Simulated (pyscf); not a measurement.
Optimised with ωB97X-D3(BJ)/def2-SVP in PySCF. MP2 and CC: frozen core, UHF for open shells. ΔMP2 is the change of the MP2 total energy from the triple- to the quadruple-zeta basis.

Question: Estimate the classical barrier height and the reaction energy of HS–Ge:–Cl [singlet] + HCl → H₂S + Cl–Ge:–Cl [singlet] at CCSD(T)/def2-TZVPP + ΔMP2(QZVPP). The step runs on the singlet surface, breaks Ge–S, Cl–H and forms H–S, Cl–Ge; take the separated reactants as zero.

Answer: ΔE‡ = 4.7 kcal/mol, ΔE = -4.5 kcal/mol. Zero-point energy shifts the barrier by -0.6 kcal/mol. It is a four-centre exchange, with an imaginary mode of 665i cm⁻¹. On the reactant side the descent ends in a complex, 4.5 kcal/mol under the separated species and 5.5 kcal/mol under the saddle at ωB97X-D3(BJ)/def2-TZVP. On the product side the descent ends in a bound adduct, 12.0 kcal/mol under the separated species and 17.7 kcal/mol under the saddle at ωB97X-D3(BJ)/def2-TZVP. At ωB97X-D3(BJ)/def2-TZVP the barrier from the zero used here is 1.0 kcal/mol. One saddle was located; it need not be the lowest between these sides. The CCSD(T) − MP2 part came from Ansatz, without density fitting, on the same reference. The frozen core leaves the outer d or s,p core shells of the metals and heavy elements correlated in the MP2 and CC values, and def2-TZVPP describes them poorly, which can shift differences by a few kcal/mol. Elements up to Kr have no core potential and no relativistic terms here.
